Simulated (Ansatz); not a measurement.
Coupled-cluster run, C$_{4}$H$_{5}$ClO, SMILES `CC=C=C(O)Cl`.

```yaml
crystal:
  periodic: [false, false, false]
  atoms:
    - {symbol: C, position_ang: [-1.638551, -0.412014, -0.772304]}
    - {symbol: C, position_ang: [-0.601852, 0.597338, -0.394368]}
    - {symbol: C, position_ang: [0.446921, 0.358561, 0.342902]}
    - {symbol: C, position_ang: [1.491015, 0.116840, 1.080987]}
    - {symbol: O, position_ang: [2.719151, -0.275727, 0.663191]}
    - {symbol: Cl, position_ang: [1.455016, 0.273772, 2.795859]}
    - {symbol: H, position_ang: [-2.621751, -0.098794, -0.407972]}
    - {symbol: H, position_ang: [-1.715787, -0.494889, -1.860688]}
    - {symbol: H, position_ang: [-1.408539, -1.393472, -0.358952]}
    - {symbol: H, position_ang: [-0.756902, 1.610352, -0.769816]}
    - {symbol: H, position_ang: [2.696479, -0.338967, -0.298338]}
basis:
  gaussian: {orbitals: def2-TZVPP}
correlation: {method: ccsd_t}
```

```sh
$ ansatz run in.yaml --threads 4 --pin off --events-out ev --progress --plain --max-ram 10444MiB
```

The program prints (abridged):

```
Functional definition: HF
  name "HF"
  cite "Fock, Z. Phys. 61, 126 (1930) doi:10.1007/BF01340294"
  parent pbe
  exchange = exact_x
  correlation = 0
1617 factors; integrals over basis functions are off by at most 1.0e-3 eV
mean field evaluation 1: about -18737.9235 eV, gradient 4.0e1 eV
mean field evaluation 2: about -18738.2821 eV, gradient 4.0e1 eV
mean field evaluation 4: about -18742.3599 eV, gradient 4.9e0 eV
mean field evaluation 8: about -18742.4551 eV, gradient 4.5e-1 eV
mean field -18742.45641482 eV, -688.7725691515 hartree, gradient 2.0e-6 eV, S^2 0.000000; 0 other end points of the search recorded, 0 dependent functions left out
10 core orbitals not correlated: weight in the atoms' cores, before any rotation towards them, 1.000 or more for the frozen orbitals, at most 0.000 for the correlated occupied ones
reference -18742.45641482 eV, -688.7725691515 hartree; 17, 17 occupied and 240, 240 virtual orbitals, 1617 factors
second order -29.03886221 eV of doubles, -0.00000000 eV of singles
cycle   1  -29.24449716 eV  change   -2.1e-1 eV  update   1.2e-1
cycle   2  -29.95633403 eV  change   -7.1e-1 eV  update   3.8e-2
cycle   3  -30.13638009 eV  change   -1.8e-1 eV  update   1.9e-2
cycle   4  -30.12728332 eV  change    9.1e-3 eV  update   5.0e-3
cycle   5  -30.12643691 eV  change    8.5e-4 eV  update   2.2e-3
cycle   6  -30.12757477 eV  change   -1.1e-3 eV  update   6.2e-4
cycle   7  -30.12741548 eV  change    1.6e-4 eV  update   2.5e-4
cycle   8  -30.12733480 eV  change    8.1e-5 eV  update   7.2e-5
cycle   9  -30.12736437 eV  change   -3.0e-5 eV  update   2.7e-5
perturbative correction -1.40340083 eV, -0.0515740293 hartree
Total energy: -18773.98718003 eV, -689.9313034005 hartree
```

Run time 4.5 min (4 threads of an Arm Neoverse V1 on a shared host); peak host memory 7 GiB.

Correlation energy per correlated electron: -0.927 eV. T1 diagnostic: 0.0118.
